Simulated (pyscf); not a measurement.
PySCF, gas phase, ωB97X-D3(BJ)/def2-SVP geometries.

**Question.** HO–AlH₂ + HCl → HO–AlH–Cl + H₂
Surface: singlet. Broken: Al–H, Cl–H. Formed: Al–Cl, H–H. Give ΔE‡ and ΔE from ωB97X-D3(BJ)/def2-TZVP, relative to the separated reactants.

**Answer.** ΔE‡ = -0.11 eV, ΔE = -1.66 eV. ωB97M-D3(BJ)/def2-TZVP gives -0.01 eV and -1.56 eV. Zero-point energy shifts the barrier by +0.03 eV. It is a four-centre exchange, with an imaginary mode of 652i cm⁻¹. On the reactant side the descent ends in an adduct with a Al–Cl contact, 0.32 eV under the separated species and 0.21 eV under the saddle at ωB97X-D3(BJ)/def2-TZVP. At ωB97X-D3(BJ) the saddle lies under the separated reactants, which points to a path from their complex (located at ωB97X-D3(BJ) alone). What is counted as formed (Al–Cl) is already present as a longer contact in the reactant adduct; forming that adduct is a step of its own. This is the saddle that the search found; another between the same sides may lie lower.
